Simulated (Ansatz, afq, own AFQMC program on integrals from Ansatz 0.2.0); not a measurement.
# SiH₃O (doublet): quantum Monte Carlo beside coupled cluster at distance Si1–O2 = 1.977 Å, cc-pVDZ

Aim: compute SiH₃O (doublet) with auxiliary-field quantum Monte Carlo on the same integrals as coupled cluster, and set the energies side by side.

Method: cc-pVDZ, frozen cores; program: Ansatz 0.2.0, Gaussian basis, and an in-house AFQMC program (afq) on its integrals; all values are calculated.

To be run: PBE (unrestricted); r2SCAN (unrestricted); PBE0 (unrestricted); B3LYP (unrestricted); wB97M-V (unrestricted); B2PLYP (unrestricted); CCSD(T) on UHF; Phaseless AFQMC, CISD trial on UHF; Phaseless AFQMC, single-determinant trial on UHF; Free-projection AFQMC, CISD trial on UHF.

1 further run of the same task is left out (it didn't finish).

## Step 1: The system

The geometry derives from a PBE0/def2-TZVP stationary point (not a proven minimum). One bond is set to the value named and the two fragments are kept rigid.

5 atoms, charge 0, spin multiplicity 2.

Atoms are counted from 1 here; the program's logs count them from 0.

Bond lengths: Si1–O2 1.977 Å, Si1–H3 1.497 Å, Si1–H4 1.487 Å, O2–H5 0.958 Å. Angles: O2–Si1–H3 111.3°, O2–Si1–H4 105.6°, H3–Si1–H4 110.5°, Si1–O2–H5 117.3°.

Coordinates:

```xyz
5

Si   -0.0990   -0.0416    0.6953
O     0.1105    0.1162   -1.2642
H     0.6301   -1.2375    1.2245
H     0.4736    1.2092    1.2611
H    -0.0974   -0.6564   -1.7920
```

## Step 2: PBE (unrestricted)

in.yaml reads:

```yaml
crystal:
  periodic: [false, false, false]
  atoms:
    - {symbol: Si, position_ang: [-0.099044, -0.041633, 0.695296]}
    - {symbol: O, position_ang: [0.110473, 0.116212, -1.264224]}
    - {symbol: H, position_ang: [0.630073, -1.237451, 1.224541]}
    - {symbol: H, position_ang: [0.473556, 1.209229, 1.261057]}
    - {symbol: H, position_ang: [-0.097421, -0.656372, -1.792017]}
basis:
  gaussian: {orbitals: cc-pVDZ}
magnetization: {spin_polarized: true, initial_magnetization: 1}
hamiltonian: {xc: {name: PBE}}
output: {orbitals: {seedname: orbitals}}
```

Command:

```bash
$ ansatz run in.yaml --threads 1 --pin off --events-out ev --progress --plain --max-ram 1382MiB
```

Output:

```text
Functional definition: PBE
  name "PBE"
  cite "Perdew, Burke & Ernzerhof, Phys. Rev. Lett. 77, 3865 (1996) doi:10.1103/PhysRevLett.77.3865"
  parent pbe
  parameter kappa = 0.804
  parameter beta = 0.06672455060314922
  exchange = pbe_x(kappa = kappa, mu = beta*pi^2/3)
  correlation = pbe_c(beta = beta)
547 factors; their error is unknown
mean field evaluation 1: about -9959.9749 eV, gradient 3.9e1 eV
mean field evaluation 2: about -9865.7677 eV, gradient 1.2e2 eV
mean field evaluation 4: about -9965.2464 eV, gradient 8.4e0 eV
mean field evaluation 8: about -9965.6927 eV, gradient 6.0e-2 eV
mean field evaluation 16: about -9965.6927 eV, gradient 9.6e-6 eV
mean field -9965.69268859 eV, -366.2324513165 hartree, gradient 9.7e-6 eV, S^2 0.751695; 0 other end points of the search recorded, 0 dependent functions left out
reference -9965.69271709 eV, -366.2324523639 hartree; 13, 12 occupied and 34, 35 virtual orbitals, 547 factors
Total energy: -9965.69271709 eV, -366.2324523639 hartree
```

Wall time 0.81 s (1 thread of Arm Neoverse V2, shared host).

From the report: ⟨S²⟩ of the determinant 0.752 (pure doublet: 0.75).

## Step 3: r2SCAN (unrestricted)

Changes to in.yaml since step 2:

```diff
@@ -11,3 +11,2 @@
 magnetization: {spin_polarized: true, initial_magnetization: 1}
-hamiltonian: {xc: {name: PBE}}
-output: {orbitals: {seedname: orbitals}}
+hamiltonian: {xc: {name: r2SCAN}}
```

The command is unchanged.

Output:

```text
Functional definition: r2SCAN
  name "r2SCAN"
  cite "Furness, Kaplan, Ning, Perdew & Sun, J. Phys. Chem. Lett. 11, 8208 (2020) doi:10.1021/acs.jpclett.0c02405"
  cite "Furness, Kaplan, Ning, Perdew & Sun, J. Phys. Chem. Lett. 11, 9248 (2020) doi:10.1021/acs.jpclett.0c03077"
  parent r2scan
  parameter k0 = 0.174
  parameter k1 = 0.065
  parameter a1 = 4.9479
  exchange = r2scan_x(k0 = k0, k1 = k1, a1 = a1)
  correlation = r2scan_c
547 factors; their error is unknown
mean field evaluation 1: about -9965.4040 eV, gradient 3.6e1 eV
mean field evaluation 2: about -9898.4559 eV, gradient 1.1e2 eV
mean field evaluation 4: about -9970.1573 eV, gradient 4.7e0 eV
mean field evaluation 8: about -9970.3060 eV, gradient 4.6e-2 eV
mean field evaluation 16: about -9970.2873 eV, gradient 6.6e-5 eV
mean field -9970.28731565 eV, -366.4013007466 hartree, gradient 6.7e-5 eV, S^2 0.753346; 0 other end points of the search recorded, 0 dependent functions left out
reference -9970.28732505 eV, -366.4013010919 hartree; 13, 12 occupied and 34, 35 virtual orbitals, 547 factors
Total energy: -9970.28732505 eV, -366.4013010919 hartree
```

Run time: 1.9 s. Hardware: 1 thread of Arm Neoverse V2, shared host.

From the report: ⟨S²⟩ of the determinant 0.753 (pure doublet: 0.75).

## Step 4: PBE0 (unrestricted)

Changes to in.yaml since step 3:

```diff
@@ -11,2 +11,3 @@
 magnetization: {spin_polarized: true, initial_magnetization: 1}
-hamiltonian: {xc: {name: r2SCAN}}
+hamiltonian: {xc: {name: PBE0}}
+output: {orbitals: {seedname: orbitals}}
```

Same command.

Output:

```text
Functional definition: PBE0
  name "PBE0"
  cite "Adamo & Barone, J. Chem. Phys. 110, 6158 (1999) doi:10.1063/1.478522"
  cite "Perdew, Burke & Ernzerhof, Phys. Rev. Lett. 77, 3865 (1996) doi:10.1103/PhysRevLett.77.3865"
  parent pbe
  parameter a = 0.25
  parameter kappa = 0.804
  parameter beta = 0.06672455060314922
  exchange = (1 - a)*pbe_x(kappa = kappa, mu = beta*pi^2/3) + a*exact_x
  correlation = pbe_c(beta = beta)
441 factors; integrals over basis functions are off by at most 1.0e-3 eV
mean field evaluation 1: about -9962.0749 eV, gradient 3.4e1 eV
mean field evaluation 2: about -9930.4276 eV, gradient 8.6e1 eV
mean field evaluation 4: about -9966.3157 eV, gradient 1.5e0 eV
mean field evaluation 8: about -9966.4207 eV, gradient 1.3e-1 eV
mean field evaluation 16: about -9966.4209 eV, gradient 4.2e-4 eV
mean field -9966.42094134 eV, -366.2592141113 hartree, gradient 3.5e-5 eV, S^2 0.752503; 0 other end points of the search recorded, 0 dependent functions left out
reference -9966.42096272 eV, -366.2592148971 hartree; 13, 12 occupied and 34, 35 virtual orbitals, 441 factors
Total energy: -9966.42096272 eV, -366.2592148971 hartree
```

It took 1.2 s on 1 thread of Arm Neoverse V2, shared host.

From the report: ⟨S²⟩ of the determinant 0.753 (pure doublet: 0.75).

## Step 5: B3LYP (unrestricted)

Changes to in.yaml since step 4:

```diff
@@ -11,3 +11,2 @@
 magnetization: {spin_polarized: true, initial_magnetization: 1}
-hamiltonian: {xc: {name: PBE0}}
-output: {orbitals: {seedname: orbitals}}
+hamiltonian: {xc: {name: B3LYP}}
```

The command is unchanged.

Output, cut to the lines that bear on the results:

```text
Functional definition: B3LYP
  name "B3LYP"
  cite "Stephens, Devlin, Chabalowski & Frisch, J. Phys. Chem. 98, 11623 (1994) doi:10.1021/j100096a001"
  cite "Becke, Phys. Rev. A 38, 3098 (1988) doi:10.1103/PhysRevA.38.3098"
  cite "Lee, Yang & Parr, Phys. Rev. B 37, 785 (1988) doi:10.1103/PhysRevB.37.785"
  cite "Vosko, Wilk & Nusair, Can. J. Phys. 58, 1200 (1980) doi:10.1139/p80-159"
[...]
441 factors; integrals over basis functions are off by at most 1.0e-3 eV
[...]
mean field -9972.62815309 eV, -366.4873249358 hartree, gradient 2.9e-5 eV, S^2 0.752233; 0 other end points of the search recorded, 0 dependent functions left out
reference -9972.62834731 eV, -366.4873320732 hartree; 13, 12 occupied and 34, 35 virtual orbitals, 441 factors
Total energy: -9972.62834731 eV, -366.4873320732 hartree
```

It took 1.2 s on 1 thread of Arm Neoverse V2, shared host.

From the report: ⟨S²⟩ of the determinant 0.752 (pure doublet: 0.75).

## Step 6: wB97M-V (unrestricted)

Changes to in.yaml since step 5:

```diff
@@ -11,2 +11,3 @@
 magnetization: {spin_polarized: true, initial_magnetization: 1}
-hamiltonian: {xc: {name: B3LYP}}
+hamiltonian: {xc: {name: wB97M-V}}
+output: {orbitals: {seedname: orbitals}}
```

Same command.

Output, cut to the lines that bear on the results:

```text
Functional definition: wB97M-V
  name "wB97M-V"
  cite "Mardirossian & Head-Gordon, J. Chem. Phys. 144, 214110 (2016) doi:10.1063/1.4952647"
  cite "Becke, J. Chem. Phys. 107, 8554 (1997) doi:10.1063/1.475007"
  cite "Vydrov & Van Voorhis, J. Chem. Phys. 133, 244103 (2010) doi:10.1063/1.3521275"
  # Of w^i u^j: cxij and so on, Table III.
[...]
  gx(w, u) = 1 - cx + cx01*u + cx10*w
  gss(w, u) = css00 + css04*u^4 + css10*w + css20*w^2 + css43*w^4*u^3
  gos(w, u) = cos00 + cos10*w + (cos20 + cos21*u)*w^2 + (cos60 + cos61*u)*w^6
[...]
      + integral(e_c_pw_mod_opposite_spin*gos(b97_w_opposite, b97_u_opposite)) + vv10(b, c)
441 factors; integrals over basis functions are off by at most 1.0e-3 eV
148 factors; integrals over basis functions are off by at most 7.8e-6 eV
[...]
mean field -9970.46628129 eV, -366.4078776128 hartree, gradient 5.0e-5 eV, S^2 0.751821; 0 other end points of the search recorded, 0 dependent functions left out
reference -9970.46631444 eV, -366.4078788310 hartree; 13, 12 occupied and 34, 35 virtual orbitals, 441 factors
Total energy: -9970.46631444 eV, -366.4078788310 hartree
```

It took 5.5 s on 1 thread of Arm Neoverse V2, shared host.

From the report: ⟨S²⟩ of the determinant 0.752 (pure doublet: 0.75).

## Step 7: B2PLYP (unrestricted)

Changes to in.yaml since step 6:

```diff
@@ -11,3 +11,3 @@
 magnetization: {spin_polarized: true, initial_magnetization: 1}
-hamiltonian: {xc: {name: wB97M-V}}
-output: {orbitals: {seedname: orbitals}}
+hamiltonian: {xc: {name: B2PLYP}}
+correlation: {electrons: outside_noble_gas}
```

The command is unchanged.

Output, cut to the lines that bear on the results:

```text
Functional definition: B2PLYP
  name "B2PLYP"
  cite "Grimme, J. Chem. Phys. 124, 034108 (2006) doi:10.1063/1.2148954"
  cite "Becke, Phys. Rev. A 38, 3098 (1988) doi:10.1103/PhysRevA.38.3098"
  cite "Lee, Yang & Parr, Phys. Rev. B 37, 785 (1988) doi:10.1103/PhysRevB.37.785"
[...]
441 factors; integrals over basis functions are off by at most 1.0e-3 eV
[...]
mean field -9964.13893506 eV, -366.1753519275 hartree, gradient 8.6e-6 eV, S^2 0.753833; 0 other end points of the search recorded, 0 dependent functions left out
6 core orbitals not correlated: weight in the atoms' cores, before any rotation towards them, 1.000 or more for the frozen orbitals, at most 0.000 for the correlated occupied ones
reference -9964.13905817 eV, -366.1753564516 hartree; 7, 6 occupied and 34, 35 virtual orbitals, 441 factors
second order -9.53206387 eV of doubles, -0.00000000 eV of singles
Total energy: -9966.71271541 eV, -366.2699366109 hartree
```

It took 1.2 s on 1 thread of Arm Neoverse V2, shared host.

From the report: ⟨S²⟩ of the determinant 0.754 (pure doublet: 0.75).

## Step 8: CCSD(T) on UHF

Changes to in.yaml since step 7:

```diff
@@ -11,3 +11,2 @@
 magnetization: {spin_polarized: true, initial_magnetization: 1}
-hamiltonian: {xc: {name: B2PLYP}}
-correlation: {electrons: outside_noble_gas}
+correlation: {method: ccsd_t, electrons: outside_noble_gas, hamiltonian_folder: ham}
```

The command is unchanged.

Output, cut to the lines that bear on the results:

```text
Functional definition: HF
  name "HF"
  cite "Fock, Z. Phys. 61, 126 (1930) doi:10.1007/BF01340294"
  parent pbe
[...]
441 factors; integrals over basis functions are off by at most 1.0e-3 eV
[...]
mean field -9945.71196810 eV, -365.4981733820 hartree, gradient 6.7e-6 eV, S^2 0.754797; 1 other end points of the search recorded, 0 dependent functions left out
6 core orbitals not correlated: weight in the atoms' cores, before any rotation towards them, 1.000 or more for the frozen orbitals, at most 0.000 for the correlated occupied ones
reference -9945.71196810 eV, -365.4981733820 hartree; 7, 6 occupied and 34, 35 virtual orbitals, 441 factors
second order -7.65301291 eV of doubles, -0.00000000 eV of singles
cycle   1  -7.95464167 eV  change   -3.0e-1 eV  update   8.5e-2
[...]
cycle  12  -8.31248763 eV  change   -6.5e-6 eV  update   1.3e-5
perturbative correction -0.20194146 eV, -0.0074212117 hartree
Total energy: -9954.22639719 eV, -365.8110728797 hartree
```

It took 1.1 s on 1 thread of Arm Neoverse V2, shared host.

From the report: ⟨S²⟩ of the determinant 0.755 (pure doublet: 0.75); correlation -8.5144 eV; T1 0.021; largest double amplitude 0.03.

This run also writes the integrals to the folder ham.

## Step 9: Phaseless AFQMC, CISD trial on UHF

It reads the integrals that the CCSD(T) run on this determinant wrote.

Command:

```bash
$ afq ham --method phaseless --trial cisd --walkers 60 --populations 1 --least-time 40 --time-step 0.005 --steps-per-block 50 --equilibration-blocks 28 --max-blocks 300 --target-error 0.00043 --factor-cut 1e-05 --start spin_pure --seed 2581 --release-times 0.24,0.51,0.99,1.62,2.4 --release-step 0.03 --release-every 4 --taylor-order 6
```

Output:

```text
orbitals 41  electrons 7 6  factors 308 of 441
reference energy -365.49817338 Eh
CCSD correlation -0.30547825 Eh in 14 cycles, weight of the determinant in the CISD state 0.8828
energy of the start -365.803479 Eh
 block  time / (1/Eh)  mean weight  energy / Eh
     1     0.250  1.0005  -365.798860
     2     0.500  0.9992  -365.801606
     3     0.750  1.0021  -365.807360
     4     1.000  1.0012  -365.808436
     5     1.250  1.0011  -365.806290
     6     1.500  0.9995  -365.802213
     7     1.750  0.9992  -365.807817
     8     2.000  0.9989  -365.810461
     9     2.250  1.0004  -365.807018
    10     2.500  0.9984  -365.800329
    17     4.250  1.0011  -365.809750
    25     6.250  0.9991  -365.808698
    33     8.250  0.9996  -365.804931
    41    10.250  0.9977  -365.814602
    49    12.250  0.9986  -365.803398
    57    14.250  1.0022  -365.822969
    65    16.250  1.0006  -365.820396
    73    18.250  1.0004  -365.818400
    81    20.250  0.9979  -365.826828
    89    22.250  0.9998  -365.818156
    97    24.250  0.9998  -365.817262
   105    26.250  0.9997  -365.811773
   113    28.250  0.9990  -365.810132
   121    30.250  0.9992  -365.812609
   129    32.250  0.9966  -365.811194
   137    34.250  0.9996  -365.821370
   145    36.250  0.9968  -365.807051
   153    38.250  0.9957  -365.814295
   161    40.250  0.9981  -365.810058
   169    42.250  0.9971  -365.806313
   177    44.250  1.0015  -365.807197
   185    46.250  0.9999  -365.809181
   193    48.250  1.0014  -365.809427
   201    50.250  1.0011  -365.804889
   209    52.250  1.0008  -365.813845
   217    54.250  1.0006  -365.827754
   225    56.250  0.9980  -365.807182
   233    58.250  1.0001  -365.807498
   241    60.250  1.0001  -365.809621
   249    62.250  1.0003  -365.811113
   257    64.250  1.0000  -365.835567
   265    66.250  0.9980  -365.814794
   273    68.250  0.9991  -365.812997
   281    70.250  1.0010  -365.813656
   289    72.250  0.9989  -365.808707
   297    74.250  1.0021  -365.808823
   305    76.250  1.0023  -365.814484
   313    78.250  1.0032  -365.812061
   321    80.250  1.0005  -365.818827
blocks merged  error / Eh  count
     1  0.000392  300
     2  0.000466  150
     4  0.000518  75
     8  0.000563  37
    16  0.000578  18
    32  0.000476  9
released: time / (1/Eh)  energy / Eh  error  mean overlap
  0.24  -365.812550  0.000734  0.9926
  0.51  -365.813544  0.000624  0.9936
  0.99  -365.813544  0.000714  0.9796
  1.62  -365.812955  0.000953  0.9628
  2.40  -365.811482  0.001082  0.9758
energy -365.812963 +/- 0.000578 Eh
```

It took 9 min on 1 thread of Arm Neoverse V2, shared host.

Energy -9954.2778 ± 0.0157 eV. Caveats: constraint bias not in the error.

## Step 10: Phaseless AFQMC, single-determinant trial on UHF

It reads the integrals that the CCSD(T) run on this determinant wrote.

Command:

```bash
$ afq ham --method phaseless --trial hf --walkers 120 --populations 1 --least-time 40 --time-step 0.005 --steps-per-block 20 --equilibration-blocks 112 --max-blocks 600 --target-error 0.00129 --factor-cut 1e-05 --start spin_pure --seed 966 --taylor-order 6
```

Output:

```text
orbitals 41  electrons 7 6  factors 308 of 441
reference energy -365.49817338 Eh
CCSD correlation -0.30547825 Eh in 14 cycles, weight of the determinant in the CISD state 0.8828
energy of the start -365.498259 Eh
 block  time / (1/Eh)  mean weight  energy / Eh
     1     0.100  1.0037  -365.581962
     2     0.200  1.0041  -365.634527
     3     0.300  1.0027  -365.670138
     4     0.400  1.0020  -365.704532
     5     0.500  1.0000  -365.722067
     6     0.600  1.0019  -365.738167
     7     0.700  0.9996  -365.727861
     8     0.800  0.9991  -365.758825
     9     0.900  1.0028  -365.784574
    10     1.000  1.0004  -365.773837
    18     1.800  0.9998  -365.795250
    35     3.500  1.0017  -365.890165
    52     5.200  1.0010  -365.790815
    69     6.900  0.9986  -365.833551
    86     8.600  0.9993  -365.796158
   103    10.300  1.0018  -365.819066
   120    12.000  1.0000  -365.841210
   137    13.700  0.9996  -365.863076
   154    15.400  1.0003  -365.833077
   171    17.100  1.0001  -365.816692
   188    18.800  0.9988  -365.803252
   205    20.500  1.0018  -365.835695
   222    22.200  0.9987  -365.786402
   239    23.900  0.9972  -365.808289
   256    25.600  1.0013  -365.829425
   273    27.300  0.9983  -365.776497
   290    29.000  0.9986  -365.814582
   307    30.700  1.0000  -365.808348
   324    32.400  1.0025  -365.777073
   341    34.100  0.9995  -365.800804
   358    35.800  1.0000  -365.800806
   375    37.500  0.9994  -365.794737
   392    39.200  1.0016  -365.817134
   409    40.900  1.0015  -365.804480
   426    42.600  1.0011  -365.808919
   443    44.300  1.0000  -365.778998
   460    46.000  1.0015  -365.873685
   477    47.700  1.0003  -365.797777
   494    49.400  0.9984  -365.797657
   511    51.100  1.0026  -365.822646
   528    52.800  1.0010  -365.780159
   545    54.500  0.9990  -365.792447
   562    56.200  0.9992  -365.816112
   579    57.900  0.9983  -365.822925
   596    59.600  1.0005  -365.833622
   613    61.300  1.0004  -365.855928
   630    63.000  1.0012  -365.824997
   647    64.700  1.0004  -365.833092
   664    66.400  0.9999  -365.829738
   681    68.100  0.9996  -365.838076
   698    69.800  1.0017  -365.840281
blocks merged  error / Eh  count
     1  0.001022  600
     2  0.001323  300
     4  0.001613  150
     8  0.001871  75
    16  0.001894  37
    32  0.002017  18
    64  0.001722  9
energy -365.810280 +/- 0.002017 Eh
```

Run time: 5.1 min. Hardware: 1 thread of Arm Neoverse V2, shared host.

Energy -9954.2048 ± 0.0549 eV. Caveats: constraint bias not in the error; error above the target.

## Step 11: Free-projection AFQMC, CISD trial on UHF

It reads the integrals that the CCSD(T) run on this determinant wrote.

Command:

```bash
$ afq ham --method free --trial cisd --walkers 60 --time-step 0.03 --max-blocks 80 --target-error 0.00043 --factor-cut 1e-05 --seed 3343 --times 0,0.21,0.42,0.81,1.2,1.8,2.4,3 --taylor-order 8
```

Output:

```text
orbitals 41  electrons 7 6  factors 308 of 441
reference energy -365.49817338 Eh
CCSD correlation -0.30547825 Eh in 14 cycles, weight of the determinant in the CISD state 0.8828
repeat  energy at the last time / Eh  error
    10  -365.816756  0.002637
    20  -365.813779  0.001935
    30  -365.813780  0.001506
    40  -365.813557  0.001135
    50  -365.812769  0.000968
    60  -365.812672  0.000903
    70  -365.812941  0.000829
    80  -365.812502  0.000773
time / (1/Eh)  energy / Eh  error  mean overlap
  0.00  -365.803638  0.000275  1.1324
  0.21  -365.808318  0.000331  1.1253
  0.42  -365.810022  0.000326  1.1255
  0.81  -365.811625  0.000362  1.1137
  1.20  -365.811555  0.000436  1.1240
  1.80  -365.812429  0.000598  1.1299
  2.40  -365.811268  0.000560  1.1543
  3.00  -365.812502  0.000773  1.1682
energy -365.812502 +/- 0.000773 Eh
```

It took 5.2 min on 1 thread of Arm Neoverse V2, shared host.

Energy -9954.2653 ± 0.0210 eV. Caveats: remainder of the start not in the error; error above the target.

## Step 12: All levels side by side

On the UHF determinant, counted from CCSD(T) (a yardstick, not exact):

```csv
level,energy (eV),from CCSD(T) (kJ/mol),statistical error (kJ/mol),time
HF,-9945.7120,+821.5,,
MP2,-9953.3650,+83.1,,
CCSD,-9954.0245,+19.5,,
CCSD(T),-9954.2264,0.0,,
"Phaseless AFQMC, CISD trial, step 0.005, 60 walkers",-9954.2778,-5.0,1.5,9 min
"Phaseless AFQMC, single-determinant trial, step 0.005, 120 walkers",-9954.2048,+2.1,5.3,5.1 min
"Free-projection AFQMC, CISD trial, step 0.03, 60 walkers",-9954.2653,-3.8,2.0,5.2 min
```

The functionals' totals stand on their own zeros and serve differences with other points: PBE -9965.693 eV; r2SCAN -9970.287 eV; PBE0 -9966.421 eV; B3LYP -9972.628 eV; wB97M-V -9970.466 eV; B2PLYP -9966.713 eV.

## Step 13: What came out

```
                                                     quantity              value
              Phaseless AFQMC, CISD trial on UHF from CCSD(T)  -5.0 ± 1.5 kJ/mol
Phaseless AFQMC, single-determinant trial on UHF from CCSD(T)  +2.1 ± 5.3 kJ/mol
        Free-projection AFQMC, CISD trial on UHF from CCSD(T)  -3.8 ± 2.0 kJ/mol
```

What this shows: On UHF the phaseless walk with the CISD trial lies -5.0 kJ/mol from CCSD(T), 3 times its error bar. Free projection has no constraint; at the last time it gives -3.8 ± 2.0 kJ/mol, and from a start that isn't spin pure other spins can mix in. Error bars are statistical and leave out the constraint, the time step and what remains of the start.
